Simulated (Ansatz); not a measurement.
# Ce (Ce, fcc): the cost of one run

Program: Ansatz 0.2.0. Level of theory: DFT at more than one level, as each input shows. These are calculated values, not measurements.

### 1 The system as given

It takes space group Fm-3m (No. 225, cubic). The conventional cell has a = 4.736 Å, b = 4.736 Å, c = 4.736 Å, α = 90.00°, β = 90.00°, γ = 90.00°. Ce (site symmetry m-3m) is surrounded by 12 Ce at 3.35 Å.

Structure file:

```cif
data_structure
_symmetry_space_group_name_H-M 'Fm-3m'
_symmetry_Int_Tables_number 225
_cell_length_a 4.7361
_cell_length_b 4.7361
_cell_length_c 4.7361
_cell_angle_alpha 90.000
_cell_angle_beta 90.000
_cell_angle_gamma 90.000
_cell_volume 106.24
loop_
_atom_site_label
_atom_site_type_symbol
_atom_site_symmetry_multiplicity
_atom_site_Wyckoff_symbol
_atom_site_fract_x
_atom_site_fract_y
_atom_site_fract_z
_atom_site_occupancy
Ce1 Ce 4 a 0.00000 0.00000 0.00000 1
```

### 2 Ecut

Input file input.yaml:

```yaml
crystal:
  lattice:
    - [0.0, 2.3680617045, 2.3680617045]
    - [2.3680617045, 0.0, 2.3680617045]
    - [2.3680617045, 2.3680617045, 0.0]
  atoms:
    - { symbol: Ce, position: [0.0, 0.0, 0.0], spin: 1.0 }
hamiltonian:
  xc: pbe
  pseudopotentials:
    kind: paw
    azcp:
      Ce: "pseudopotentials/Ce.paw.azcp"
basis:
  ecutwfc: 420
  fft_grid_basis: typed
kpoints:
  mp_grid: { grid: [11, 11, 11], shift: [0, 0, 0] }
magnetization:
  spin_polarized: true
scf:
  occupations: { method: fermi_dirac, width: 0.05 }
  lower_state_search: "off"
output:
  stress: true
```

Run with:

```sh
$ ansatz run input.yaml --threads 1 --pin off --max-ram 3584MiB --backend cpu --events-out ev --progress --plain --runs-dir out
```

Q: Estimate wall time and peak memory on 1 thread of Intel Xeon Platinum 8259CL at 2.50GHz (Skylake/Cascade Lake), shared host.

About 9.5 s, with a peak of 0.46 GiB.
